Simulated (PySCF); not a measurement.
**H2O2 (hydrogen peroxide): CCSD(T)/def2-TZVPP**

What is the vertical ionisation energy of H2O2 (hydrogen peroxide) at CCSD(T)/def2-TZVPP? 

Program for the calculation: PySCF 2.14.0.

3 further runs of the same task are left out: 3 set aside as unsound or not needed.

## 1. The molecule

H2O2: 4 atoms, total charge 0, spin state singlet. SMILES: `OO`. The coordinates come from a PBE0-D4/def2-TZVP relaxation.

Bond lengths: O1–O2 1.426 Å, O1–H3 0.965 Å, O2–H4 0.965 Å. Angles: O1–O2–H4 101.1°, O2–O1–H3 101.1°.

## 2. A single-point energy at CCSD(T)/def2-TZVPP

Contents of start.xyz:

```xyz
4

O     -0.486800    -0.581100     0.030600
O      0.048300     0.728400     0.206900
H      0.186400    -1.117000     0.467400
H      0.252100     0.969800    -0.704900
```

Contents of input.py:

```python
from pyscf import gto, scf, cc

system = gto.Mole()
system.atom = 'start.xyz'
system.charge = 0
system.verbose = 4
system.max_memory = 1860
system.basis = 'def2-tzvpp'
system.build()

mf = scf.RHF(system)
mf.conv_tol = 1e-10
mf.kernel()
if not mf.converged:
    mf = mf.newton().run(mf.mo_coeff, mf.mo_occ)

mycc = cc.CCSD(mf, frozen=2)
mycc.kernel()
e_t = mycc.ccsd_t()
etot = mycc.e_tot + e_t
print(f'total energy: {etot:.8f} hartree')
```

Command:

```console
OMP_NUM_THREADS=1 python input.py
```

The log of the run:

```text
PySCF version 2.14.0

[INPUT] num. atoms = 4
[INPUT] num. electrons = 18
[INPUT] charge = 0
[INPUT] spin (= nelec alpha-beta = 2S) = 0
[INPUT] symmetry False subgroup None
[INPUT] Mole.unit = angstrom
[INPUT] Symbol           X                Y                Z      unit          X                Y                Z       unit  Magmom
[INPUT]  1 O     -0.486800000000  -0.581100000000   0.030600000000 AA   -0.919918677438  -1.098119850985   0.057825619412 Bohr   0.0
[INPUT]  2 O      0.048300000000   0.728400000000   0.206900000000 AA    0.091273771816   1.376476509133   0.390984335173 Bohr   0.0
[INPUT]  3 H      0.186400000000  -1.117000000000   0.467400000000 AA    0.352244949619  -2.110824081139   0.883257990622 Bohr   0.0
[INPUT]  4 H      0.252100000000   0.969800000000  -0.704900000000 AA    0.476399956003   1.832656395603  -1.332067945206 Bohr   0.0

[... 48 lines left out ...]
converged SCF energy = -150.845750503168
[... 12 lines left out ...]
Init t2, MP2 energy = -151.338691240373  E_corr(MP2) -0.492940737204802
[... 13 lines left out ...]
CCSD converged
[... 2 lines left out ...]
total energy: -151.36478390 hartree
```

It took 17 s on 1 thread of Arm Neoverse V2, shared host; peak memory 0.43 GiB.

## 3. The doublet cation

Contents of job.py:

```python
from pyscf import gto, cc

system = gto.M(
    atom=[
    ('O', (-0.486800, -0.581100, 0.030600)),
    ('O', (0.048300, 0.728400, 0.206900)),
    ('H', (0.186400, -1.117000, 0.467400)),
    ('H', (0.252100, 0.969800, -0.704900)),
],
    charge=1,
    spin=1,
    verbose=3,
    max_memory=1860,
    basis='def2-tzvpp',
)

calc0 = system.UHF()
calc0.conv_tol = 1e-10
calc0.kernel()
if not calc0.converged:
    calc0 = calc0.newton().run(calc0.mo_coeff, calc0.mo_occ)

mycc = cc.CCSD(calc0, frozen=2)
mycc.kernel()
e_t = mycc.ccsd_t()
etot = mycc.e_tot + e_t
print('E = %.10f Eh' % etot)
```

Command:

```console
OMP_NUM_THREADS=1 python job.py
```

The log of the run:

```text
converged SCF energy = -150.435109033347  <S^2> = 0.77325443  2S+1 = 2.0231208
E(UCCSD) = -150.9227474404427  E_corr = -0.4876384070960242
UCCSD(T) correction = -0.0217387212205425
E = -150.9444861617 Eh
```

Run time: 77 s. Hardware: 1 thread of Arm Neoverse V2, shared host; peak memory 2.8 GiB.

## 4. Summary of results

Level: CCSD(T)/def2-TZVPP, 2 core orbitals frozen.

| quantity | value |
| --- | --- |
| singlet H2O2: total energy | -151.36478 Eh |
| singlet H2O2: dipole moment (Hartree–Fock density) | 1.90 D |
| singlet H2O2: HOMO energy (Hartree–Fock orbitals) | -13.10 eV |
| singlet H2O2: LUMO energy (Hartree–Fock orbitals) | 3.62 eV |
| singlet H2O2: HOMO–LUMO gap (Hartree–Fock orbitals) | 16.72 eV |
| singlet H2O2: correlation energy (2 core orbitals frozen) | -519.0 mEh |
| singlet H2O2: (T) correction | -17.89 mEh |
| singlet H2O2: T1 diagnostic | 0.011 |
| doublet cation: total energy | -150.94449 Eh |
| doublet cation: HOMO energy (Hartree–Fock orbitals) (highest over α and β) | -21.99 eV |
| doublet cation: LUMO energy (Hartree–Fock orbitals) (lowest over α and β) | -9.51 eV |
| doublet cation: correlation energy (2 core orbitals frozen) | -509.4 mEh |
| doublet cation: (T) correction | -21.74 mEh |
| doublet cation: ⟨S²⟩ of the reference determinant | 0.773 |
| doublet cation: T1 diagnostic | 0.017 |
| vertical ionisation energy (to the doublet cation) | 11.437 eV |

Removing an electron at fixed nuclei costs 11.44 eV (1103 kJ/mol). The triples (singlet H2O2) make up 3.4 % of the correlation energy. The triples (doublet cation) make up 4.3 % of the correlation energy.
